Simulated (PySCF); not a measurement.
**Dipole moment and polarisability of `O=C(O)/C=C\Cl`**

C₃H₃ClO₂.
Numbering: `[O:1]=[C:2]([OH:3])/[CH:4]=[CH:5]\[Cl:6]` (hydrogens: H7 on O3; H8 on C4; H9 on C5)

Geometry (GFN2-xTB, Å), atoms numbered from 1 in this order:
```
atom  x, y, z in Å
O1     1.6552    1.4615   -0.2703
C2     0.9340    0.4949   -0.3001
O3     1.4076   -0.7518   -0.1859
C4    -0.5269    0.5888   -0.4639
C5    -1.4146   -0.4039   -0.5115
Cl6   -1.0644   -2.0611   -0.3918
H7     2.3719   -0.7298   -0.0819
H8    -0.8804    1.6057   -0.5526
H9    -2.4688   -0.1983   -0.6361
```

Level: CAM-B3LYP/def2-SVPD (PySCF), static field, nuclei fixed, core orbitals frozen in the response. The polarisability tensor in these axes (au):

```
x   65.94 12.83  2.41
y   12.83 73.69 -0.37
z    2.41 -0.37 38.30
```

Problem. Give the principal values, the mean and the anisotropy Δα = √{½[(α1 − α2)² + (α2 − α3)² + (α1 − α3)²]}.

Solution. Principal values 38.02, 56.66 and 83.25 au; mean 59.31 au = 8.79 Å³ = 9.78 × 10⁻⁴⁰ C²·m²/J; Δα = 39.37 au (66 % of the mean).

Problem. What is the dipole moment, and where does it point?

Solution. (-1.33, -0.94, -0.10) D, 1.63 D in size, pointing from the negative to the positive side. Measured along this direction, the outermost atoms are O1 at the negative end and H9 and Cl6 at the positive end.

Problem. How large is μ²/3kT at 250 K beside α?

Solution. In Gaussian units μ²/3kT = 25.64 Å³ against 8.79 Å³, a ratio of 2.92; the Debye molar polarisation (4π/3)N_A(α + μ²/3kT) is 86.9 cm³/mol, leaving out the vibrational part.

Problem. Directions of the eigenvectors, and the extent of the frame along each?

Solution. Largest value along (0.60, 0.80, 0.03), where the nuclei span 4.45 Å; middle along (0.79, -0.60, 0.12), 4.23 Å; least along (-0.11, 0.05, 0.99), 0.00 Å. The response follows the extents in order.

Problem. What would n − 1 = 2πNα be for an ideal gas of these molecules at 273.15 K and 1 atm, electronic part alone?

Solution. N = p/kT = 2.6868 × 10¹⁹ cm⁻³, so n − 1 = 2π × N × 8.79 × 10⁻²⁴ cm³ = 1484 × 10⁻⁶ at long wavelengths.

Problem. Find the Langevin capture rate constant for NH4+ (18.034 u) meeting this molecule (105.982 u), k = 2.342 × 10⁻⁹ cm³/s × √(α in Å³ / reduced mass in u).

Solution. The reduced mass is 15.41 u, so k = 1.77 × 10⁻⁹ cm³/s. The formula leaves out the permanent dipole, which adds to the capture rate.

Problem. Rayleigh depolarisation ratio (linearly polarised light, static tensor)?

Solution. ρ = 3Δα²/(45ᾱ² + 4Δα²) = 4650.0/(158299 + 6200.0) = 0.0283.

Geometry: GFN2-xTB, one conformer, isolated molecule.
